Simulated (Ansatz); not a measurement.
Geometry optimisation, RKS LDA/def2-SVP (Ansatz 0.2.0).

Input:

```yaml
crystal:
  periodic: [false, false, false]
  atoms:
    - { symbol: Al, position_ang: [0.0, 0.0, 0.0] }
    - { symbol: H, position_ang: [0.0, 0.0, 1.56] }
    - { symbol: "N", position_ang: [1.6627, 0.0, -0.96] }
    - { symbol: H, position_ang: [2.1293, -0.9179, -1.2118] }
    - { symbol: H, position_ang: [2.1141, 0.9179, -1.2382] }
    - { symbol: O, position_ang: [-1.5415, 0.0, -0.89] }
    - { symbol: H, position_ang: [-2.0512, -0.8467, -0.6815] }
basis:
  gaussian: { orbitals: def2-SVP }
hamiltonian:
  xc: lda
relax:
  f_tol: 0.02
  max_steps: 40
```

Run as:

```bash
$ ansatz run input.yaml --threads 1 --pin off --max-ram 2048MiB --backend cpu --events-out ev --progress --plain --runs-dir out
```

Problem. Where does it end, and by what steps?

Solution. It converged. The force dipped under the threshold on the way, but the program's further checks kept it going. After 10 steps the energy has fallen by 0.959 eV; H4 moved furthest, 1.00 Å.

| step | energy less start (eV) | largest force component (eV/Å) | accepted |
| --- | --- | --- | --- |
| 0 | 0.0000 | 2.398 | yes |
| 1 | -0.2960 | 2.054 | yes |
| 2 | -0.3933 | 2.447 | yes |
| 3 | -0.6490 | 0.296 | yes |
| 4 | -0.7277 | 0.516 | yes |
| 5 | -0.8150 | 0.659 | yes |
| 6 | -0.9023 | 0.387 | yes |
| 7 | -0.9487 | 0.211 | yes |
| 8 | -0.9588 | 0.017 | yes |
| 9 | -0.9589 | 0.020 | yes |
| 10 | -0.9590 | 0.004 | yes |

```xyz
7
Properties=species:S:1:pos:R:3
Al 0.051 -0.027 -0.053
H -0.041 0.508 1.446
N 1.581 0.022 -0.925
H 1.712 -0.303 -1.887
H 2.459 0.378 -0.539
O -1.275 -0.668 -0.907
H -2.173 -0.757 -0.557
```

Run time: 8.5 s on 1 thread of Intel(R) Xeon(R) Platinum 8488C (Sapphire Rapids) (shared host), peak memory 0.14 GiB.
